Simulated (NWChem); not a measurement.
System: phosphine (PH3); SMILES P

NWChem input:

```
start job
memory heap 200 mb stack 900 mb global 1100 mb
geometry units angstroms noautosym nocenter noautoz
  P      0.000000     0.000000     0.152925
  H      0.405644    -1.127331    -0.648580
  H     -1.179120     0.212367    -0.648580
  H      0.773475     0.914964    -0.648580
end
basis spherical
  P library aug-cc-pvtz
  H library aug-cc-pvtz
end
dft
  xc xpbe96 cpbe96
  iterations 150
end
property
  response 1 0.0
end
task dft property
```

Parts of the log:

```
             Northwest Computational Chemistry Package (NWChem) 7.3.0
             --------------------------------------------------------

                             Geometry "geometry" -> ""
                             -------------------------

 Output coordinates in angstroms (scale by  1.889725989 to convert to a.u.)

  No.       Tag          Charge          X              Y              Z
 ---- ---------------- ---------- -------------- -------------- --------------
    1 P                   15.0000     0.00000000     0.00000000     0.15292500
    2 H                    1.0000     0.40564400    -1.12733100    -0.64858000
    3 H                    1.0000    -1.17912000     0.21236700    -0.64858000
    4 H                    1.0000     0.77347500     0.91496400    -0.64858000

 Effective nuclear repulsion energy (a.u.)      17.2849536849

  pbe96 is a nonlocal functional; adding pw91lda local functional.
                              NWChem Property Module
                              ----------------------

                                 NWChem DFT Module
                                 -----------------

 Summary of "ao basis" -> "ao basis" (spherical)
 ------------------------------------------------------------------------------
       Tag                 Description            Shells   Functions and Types
 ---------------- ------------------------------  ------  ---------------------
 P                        aug-cc-pvtz               16       50   6s5p3d2f
 H                        aug-cc-pvtz                9       23   4s3p2d

            General Information
            -------------------
          SCF calculation type: DFT
          Wavefunction type:  closed shell.
          No. of atoms     :     4
          No. of electrons :    18
           Alpha electrons :     9
            Beta electrons :     9
          Charge           :     0
          Spin multiplicity:     1
          Use of symmetry is: off; symmetry adaption is: off
          Maximum number of iterations: 150
          AO basis - number of functions:   119
                     number of shells:    43
          Convergence on energy requested:  1.00D-06
          Convergence on density requested:  1.00D-05
          Convergence on gradient requested:  5.00D-04

              XC Information
              --------------
          PerdewBurkeErnzerhof Exchange Functional  1.000
            Perdew 1991 LDA Correlation Functional  1.000 local
           PerdewBurkeErnz. Correlation Functional  1.000 non-local

             Grid Information
             ----------------
          Grid used for XC integration:  medium
          Radial quadrature: Mura-Knowles
          Angular quadrature: Lebedev.
          Tag              B.-S. Rad. Rad. Pts. Rad. Cut. Ang. Pts.
          ---              ---------- --------- --------- ---------
          P                   1.00       88          12.0       590
          H                   0.35       45          13.0       434
          Grid pruning is: on
          Number of quadrature shells:   223
          Spatial weights used:  Erf1

      Superposition of Atomic Density Guess
      -------------------------------------

 Sum of atomic energies:        -342.15727734

      Non-variational initial energy
      ------------------------------

 Total energy =    -342.329163
 1-e energy   =    -506.847025
 2-e energy   =     147.232908
 HOMO         =      -0.320440
 LUMO         =       0.021162

   convergence    iter        energy       DeltaE   RMS-Dens  Diis-err
 ---------------- ----- ----------------- --------- --------- ---------
 d= 0,ls=0.0,diis     1   -342.9736910551 -3.60D+02  4.07D-03  2.73D-01
 d= 0,ls=0.0,diis     2   -342.9843290081 -1.06D-02  9.51D-04  1.33D-02
 d= 0,ls=0.0,diis     3   -342.9857537177 -1.42D-03  3.22D-04  4.76D-03
 d= 0,ls=0.0,diis     4   -342.9866923845 -9.39D-04  8.32D-05  1.33D-04
 d= 0,ls=0.0,diis     5   -342.9867143159 -2.19D-05  2.73D-05  4.02D-05
  Resetting Diis
 d= 0,ls=0.0,diis     6   -342.9867200188 -5.70D-06  1.58D-06  9.01D-09
 d= 0,ls=0.0,diis     7   -342.9867200203 -1.55D-09  1.75D-07  1.45D-10

         Total DFT energy =     -342.986720020319
      One electron energy =     -507.964128244950
           Coulomb energy =      171.802454224266
    Exchange-Corr. energy =      -24.109999684518
 Nuclear repulsion energy =       17.284953684882

 Numeric. integr. density =       18.000011816806

                       DFT Final Molecular Orbital Analysis
                       ------------------------------------

 Vector    7  Occ=2.000000D+00  E=-3.419072D-01
              MO Center=  2.6D-01, -2.1D-01, -3.2D-01, r^2= 1.8D+00
   Bfn.  Coefficient  Atom+Function         Bfn.  Coefficient  Atom+Function
  ----- ------------  ---------------      ----- ------------  ---------------
    11      0.357257  1 P  py                52     -0.236596  2 H  s
    98      0.176700  4 H  s                 17      0.166704  1 P  py
    51     -0.155000  2 H  s                 14      0.118652  1 P  py
    53     -0.119209  2 H  s                 97      0.115760  4 H  s
    99      0.089030  4 H  s                 75      0.059896  3 H  s

 Vector    8  Occ=2.000000D+00  E=-3.419069D-01
              MO Center= -2.6D-01,  2.1D-01, -3.2D-01, r^2= 1.8D+00
   Bfn.  Coefficient  Atom+Function         Bfn.  Coefficient  Atom+Function
  ----- ------------  ---------------      ----- ------------  ---------------
    10      0.357257  1 P  px                75     -0.238615  3 H  s
    98      0.171179  4 H  s                 16      0.166707  1 P  px
    74     -0.156323  3 H  s                 76     -0.120225  3 H  s
    13      0.118651  1 P  px                97      0.112144  4 H  s
    99      0.086246  4 H  s                 52      0.067436  2 H  s

 Vector    9  Occ=2.000000D+00  E=-2.502780D-01
              MO Center= -1.4D-07, -3.5D-08,  3.3D-01, r^2= 1.9D+00
   Bfn.  Coefficient  Atom+Function         Bfn.  Coefficient  Atom+Function
  ----- ------------  ---------------      ----- ------------  ---------------
    12      0.409689  1 P  pz                 5      0.391873  1 P  s
     3      0.267264  1 P  s                 18      0.228960  1 P  pz
    15      0.136825  1 P  pz                52     -0.116092  2 H  s
    75     -0.116093  3 H  s                 98     -0.116090  4 H  s
    53     -0.103765  2 H  s                 76     -0.103765  3 H  s

 Vector   10  Occ=0.000000D+00  E=-2.519635D-02
              MO Center= -1.3D-06, -4.6D-07, -5.7D-01, r^2= 1.1D+01
   Bfn.  Coefficient  Atom+Function         Bfn.  Coefficient  Atom+Function
  ----- ------------  ---------------      ----- ------------  ---------------
     6      0.816430  1 P  s                  5      0.720068  1 P  s
    54     -0.514818  2 H  s                 77     -0.514832  3 H  s
   100     -0.514821  4 H  s                 18     -0.416149  1 P  pz
    53     -0.393703  2 H  s                 76     -0.393693  3 H  s
    99     -0.393700  4 H  s                  3      0.233320  1 P  s

 Vector   11  Occ=0.000000D+00  E=-1.414509D-02
              MO Center=  5.7D-03,  2.3D-03,  4.9D-02, r^2= 4.6D+00
   Bfn.  Coefficient  Atom+Function         Bfn.  Coefficient  Atom+Function
  ----- ------------  ---------------      ----- ------------  ---------------
    77      1.071059  3 H  s                 54     -0.807395  2 H  s
    19      0.657192  1 P  px                20     -0.328306  1 P  py
   100     -0.263685  4 H  s                 10      0.242449  1 P  px
    84     -0.224424  3 H  px                36      0.172088  1 P  d  2
    86     -0.167232  3 H  pz                75      0.165798  3 H  s

 Vector   12  Occ=0.000000D+00  E=-1.414493D-02
              MO Center= -5.7D-03, -2.3D-03,  4.9D-02, r^2= 4.6D+00
   Bfn.  Coefficient  Atom+Function         Bfn.  Coefficient  Atom+Function
  ----- ------------  ---------------      ----- ------------  ---------------
   100      1.084529  4 H  s                 54     -0.770617  2 H  s
    20     -0.657194  1 P  py                19     -0.328308  1 P  px
    77     -0.313910  3 H  s                 11     -0.242449  1 P  py
   108      0.178214  4 H  py                32      0.172088  1 P  d -2
   109     -0.169335  4 H  pz                98      0.167881  4 H  s

     Multipole analysis of the density
     ---------------------------------

     L   x y z        total         alpha         beta         nuclear
     -   - - -        -----         -----         ----         -------
     0   0 0 0     -0.000000     -9.000000     -9.000000     18.000000

     1   1 0 0      0.000001      0.000001      0.000001     -0.000002
     1   0 1 0     -0.000001     -0.000001     -0.000001      0.000000
     1   0 0 1     -0.228894     -0.443387     -0.443387      0.657880

     2   2 0 0    -11.105228     -9.397105     -9.397105      7.688982
     2   1 1 0      0.000001     -0.000001     -0.000001      0.000002
     2   1 0 1     -0.000001     -0.000002     -0.000002      0.000002
     2   0 2 0    -11.105226     -9.397103     -9.397103      7.688980
     2   0 1 1      0.000001      0.000000      0.000000      0.000000
     2   0 0 2    -12.628779     -9.194022     -9.194022      5.759266

 *** CALLING NEW AORESP DRIVER FOR CLOSED AND OPEN SHELLS ***
 Entering AOResponse driver routine

--------------------------------------------------------------------------------

          -----------------------------------------------
          Solving response equations for perturbing field
          -----------------------------------------------

 number of frequencies:     1
 frequency in a.u.:  0.0000000E+00
 Perturbing field: electric
 Using El. Dipole Length Gauge

 Setting up CPKS with frequency omega =      0.00000000 a.u.

 STATIC response

                                NWChem CPHF Module
                                ------------------

  scftype          =     RHF
  nclosed          =        9
  nopen            =        0
  variables        =      990
  # of vectors     =        3
  tolerance        = 0.10D-03
  level shift      = 0.00D+00
  max iterations   =       50
  max subspace     =       30

 SCF residual:    1.2975406631890230E-005

Iterative solution of linear equations
  No. of variables      990
  No. of equations        3
  Maximum subspace       30
        Iterations       50
       Convergence  1.0D-04

   iter   nsub   residual    time
   ----  ------  --------  ---------
     1      3    3.96D+00      26.7
     2      6    9.69D-01      32.6
     3      9    1.63D-01      38.4
     4     12    1.24D-02      44.3
     5     15    4.61D-03      50.2
     6     18    1.51D-04      56.1
     7     21    2.73D-05      62.1

 Electric Dipole Response Matrix (nonzero elements):

              1        2        3
    1   31.5904  -0.0000   0.0000
    2   -0.0000  31.5904  -0.0000
    3    0.0000  -0.0000  33.4597

 ------------------------------------------
 average:        32.21347 + I       0.00000

 DFT Linear Response polarizability / au
 Frequency  =       0.0000000 / au
              X              Y              Z
 -----------------------------------------------
 X      31.5903698     -0.0000086      0.0000261
 Y      -0.0000086     31.5903516     -0.0000084
 Z       0.0000261     -0.0000084     33.4596980
 -----------------------------------------------
 Eigenvalues =      31.5903733     31.5903482     33.4596980
 Isotropic   =      32.2134732
 Anisotropic =       1.8693373
 -----------------------------------------------

 Magnetic Dipole Response Matrix (nonzero elements):

 Exiting AOResponse driver routine
```

Level: PBE/aug-cc-pVTZ. The geometry was optimised at PBE-D3(BJ)/def2-SVP.
